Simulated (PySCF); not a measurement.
Molecule: `InChI=1S/C3H9N/c1-4(2)3/h1-3H3/p+1`.

Geometry (Å), atoms numbered from 1 in this order:
```xyz
14

C    -0.037    1.355   -0.574
N     0.031    0.092    0.211
C     1.236   -0.711   -0.135
C    -1.220   -0.705    0.088
H     0.885    1.928   -0.417
H    -0.143    1.102   -1.637
H    -0.904    1.940   -0.242
H     0.122    0.357    1.199
H     2.133   -0.100    0.017
H     1.165   -1.013   -1.188
H     1.272   -1.601    0.506
H    -1.145   -1.595    0.725
H    -2.072   -0.089    0.401
H    -1.343   -1.006   -0.960
```

Total charge +1.

Spin–spin couplings on one PBE0-D3(BJ)/def2-SVP geometry, PySCF 2.14.0 with density-fitted response routines, gas phase, non-relativistic, equivalent pairs averaged (spin–dipole term only in couplings to heteroatoms); isotopes 13C, 1H, 15N; basis pcJ-1.

How do the couplings (Hz) change with the functional? Times are CPU seconds on shared hosts with different chips, so compare them loosely.

## Answers


| functional | functions | 1J(C1,H5) | 1J(N2,H8) | 1J(C1,N2) | 2J(H5,H6) | 2J(C1,H8) | 2J(N2,H5) | 2J(C1,C3) | core-s |
| --- | --- | --- | --- | --- | --- | --- | --- | --- | --- |
| HF | 208 | 184.8 | -102.3 | -18.7 | -28.8 | -11.6 | 4.1 | -3.0 | 12 |
| LDA | 208 | 117.0 | -61.7 | 0.1 | -8.8 | -1.3 | -0.3 | 0.8 | 11 |
| PBE | 208 | 140.9 | -71.1 | -2.6 | -12.5 | -2.4 | -0.1 | 0.4 | 18 |
| KT2 | 208 | 149.2 | -76.4 | 0.4 | -17.1 | -2.9 | 0.3 | -0.1 | 17 |
| B3LYP | 208 | 154.1 | -77.8 | -5.2 | -14.0 | -3.4 | -0.1 | 0.2 | 25 |
| PBE0 | 208 | 145.5 | -75.1 | -5.1 | -14.6 | -3.7 | 0.4 | 0.0 | 19 |
| B97-2 | 208 | 139.1 | -71.6 | -5.6 | -12.6 | -3.2 | 0.4 | 0.4 | 19 |
| BHandHLYP | 208 | 165.4 | -85.7 | -9.2 | -17.2 | -5.3 | 0.6 | -0.5 | 19 |
| CAM-B3LYP | 208 | 151.5 | -77.5 | -5.6 | -14.3 | -3.6 | 0.1 | 0.3 | 25 |
